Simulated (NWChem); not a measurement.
Everything below was run with NWChem. System: Cl4Si, charge 0, spin multiplicity 1, at a geometry optimised with PBE0/def2-SVP. The structure started from a generated list of species. Level: MP2/def2-SVPD, 25 core orbitals frozen.

Input file:

```
start mol
memory heap 200 mb stack 900 mb global 1100 mb
geometry units angstroms nocenter noautoz
  Cl     1.662088     0.000000    -1.175282
  Si     0.000000     0.000000    -0.000000
  Cl    -1.662088     0.000000    -1.175282
  Cl     0.000000    -1.662087     1.175282
  Cl     0.000000     1.662087     1.175282
  symmetry group C2v
end
basis spherical
  * library def2-svpd
end
scf
  rhf
  nopen 0
  maxiter 100
  thresh 1e-7
  semidirect memsize 60000000 filesize 0
end
mp2
  freeze core 25
end
task mp2 energy
```

Part of the output:

```
             Northwest Computational Chemistry Package (NWChem) 7.3.0
             --------------------------------------------------------

                                NWChem Input Module
                                -------------------

 Scaling coordinates for geometry "geometry" by  1.889725989
 (inverse scale =  0.529177249)

 Turning off AUTOSYM since
 SYMMETRY directive was detected!

                             Geometry "geometry" -> ""
                             -------------------------

 Output coordinates in angstroms (scale by  1.889725989 to convert to a.u.)

  No.       Tag          Charge          X              Y              Z
 ---- ---------------- ---------- -------------- -------------- --------------
    1 Cl                  17.0000     1.66208800     0.00000000    -1.17528200
    2 Si                  14.0000     0.00000000     0.00000000     0.00000000
    3 Cl                  17.0000    -1.66208800     0.00000000    -1.17528200
    4 Cl                  17.0000     0.00000000    -1.66208700     1.17528200
    5 Cl                  17.0000     0.00000000     1.66208700     1.17528200

 Effective nuclear repulsion energy (a.u.)     523.5142703723

            Nuclear Dipole moment (a.u.)
            ----------------------------
        X                 Y               Z
 ---------------- ---------------- ----------------
     0.0000000000     0.0000000000     0.0000000000

      Symmetry information
      --------------------

 Group name             C2v
 Group number             16
 Group order               4
 No. of unique centers     3

      Symmetry unique atoms

     1    2    4


 Summary of "ao basis" -> "" (spherical)
 ------------------------------------------------------------------------------
       Tag                 Description            Shells   Functions and Types
 ---------------- ------------------------------  ------  ---------------------
 *                         def2-svpd                  on all atoms

 Summary of "ao basis" -> "ao basis" (spherical)
 ------------------------------------------------------------------------------
[...]
     1   1 0 0      0.000000      0.000000      0.000000
     1   0 1 0      0.000000      0.000000      0.000000
     1   0 0 1      0.000001      0.000000      0.000000

     2   2 0 0    -47.661191      0.000000    335.416650
     2   1 1 0      0.000000      0.000000      0.000000
     2   1 0 1     -0.000000      0.000000      0.000000
     2   0 2 0    -47.661184      0.000000    335.416246
     2   0 1 1     -0.000000      0.000000      0.000000
     2   0 0 2    -47.661184      0.000000    335.421390

                   NWChem MP2 Semi-direct Energy/Gradient Module
                   ---------------------------------------------

  Basis functions       =    132
  Molecular orbitals    =    132
  Frozen core           =     25
  Frozen virtuals       =      0
  Active alpha occupied =     16
  Active beta occupied  =     16
  Active alpha virtual  =     91
  Active beta virtual   =     91
  Use MO symmetry       = T
  Use skeleton AO sym   = T

  AO/Fock/Back tols     =   1.0D-09  1.0D-09  1.0D-09

 GA uses MA = F    GA memory limited = T

 Available:
  local mem=  1.26D+08
 global mem=  1.44D+08
 local disk=  0.00D+00
  mp2_memr nvloc                    91
  nvloc new                    91
   1 passes of  16:        3145728                      72672                  42167657.
   1 passes of  16: M    126152645           G      144144352           F     123006917.

 Semi-direct pass number   1 of   1  for RHF alpha+beta  at        2.1s
  vrange nnbf                  8512
  mp2_eaftype                   160  avail_ma_in_mb                  1099
 EAF : mp2_eaftype filesize         160   21083828.
  mp2_eaf for mointskh                    160
Node 0 wrote     99.1 Mb in      0.1 s     Agg I/O rate:   939.3 Mb/s
 Done moints_semi at        5.6s
  mp2_eaftype                   160  avail_ma_in_mb                   939
 EAF : mp2_eaftype filesize         160   21083828.
  mp2_eaf for kh                   160
 Done maket at        5.8s
 Done multipass loop at        5.8s

          -------------------------------------------
          SCF energy               -2126.494071438468
          Correlation energy          -0.670100461335
          Singlet pairs               -0.391962888486
          Triplet pairs               -0.278137572849
          Total MP2 energy         -2127.164171899803
          -------------------------------------------

          ---------------------------------------------------
                    Spin Component Scaled (SCS) MP2
          Same spin pairs                     -0.185425048566
          Same spin scaling factor             0.333333333333
          Opposite spin pairs                 -0.484675412769
          Opposite spin scaling fact.          1.200000000000
          SCS-MP2 correlation energy          -0.643418844845
          Total SCS-MP2 energy             -2127.137490283313
          ---------------------------------------------------

 -----------------------
 Performance information
 -----------------------

 Timer overhead =  9.64D-08 seconds/call

               Nr. of calls         CPU time (s)                 Wall time (s)                GFlops
             ---------------    -------------------     ------------------------------   -------------------
Name         Min   Avg   Max    Min     Avg     Max     Min     Avg     Max   Mx/calls   Min     Max     Sum
mp2: moin     1     1     1    3.6     3.6     3.6      3.6     3.6     3.6     3.6      0.0     0.0     0.0
mp2: make     1     1     1   0.24    0.24    0.24     0.24    0.24    0.24    0.24      0.0     0.0     0.0
mp2: tota     1     1     1    3.8     3.8     3.8      3.8     3.8     3.8     3.8      0.0     0.0     0.0

 The average no. of pstat calls per process was 3.00D+00
 with a timing overhead of 2.89D-07s

 Task  times  cpu:        5.8s     wall:        5.8s

 Total times  cpu:        5.9s     wall:        5.9s
```
